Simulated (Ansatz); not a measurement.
We consider bcc Ba, described by PBE in Ansatz (plane waves, PAW).

Numerical settings: plane-wave cutoff 520 eV, 18×18×18 k mesh, Fermi–Dirac smearing 0.035 eV (set by the program), scalar-relativistic PAW data made under PBE.

Computed at the level's own relaxed cell.

```
Ba
1.0
   -2.51000     2.51000     2.51000
    2.51000    -2.51000     2.51000
    2.51000     2.51000    -2.51000
Ba
1
Direct
  0.00000   0.00000   0.00000
```

Question: Give the elastic tensor (Voigt notation, GPa, ions relaxed, in the Cartesian axes of the cell as printed).

Answer: 
```
   11.9     7.3     7.3     0.0     0.0     0.0
    7.3    11.9     7.3     0.0     0.0     0.0
    7.3     7.3    11.9     0.0     0.0     0.0
    0.0     0.0     0.0    10.4     0.0     0.0
    0.0     0.0     0.0     0.0    10.4     0.0
    0.0     0.0     0.0     0.0     0.0    10.4
```

The computed numbers hold no vibrational or temperature effects.

Ansatz is a program for electronic structure.
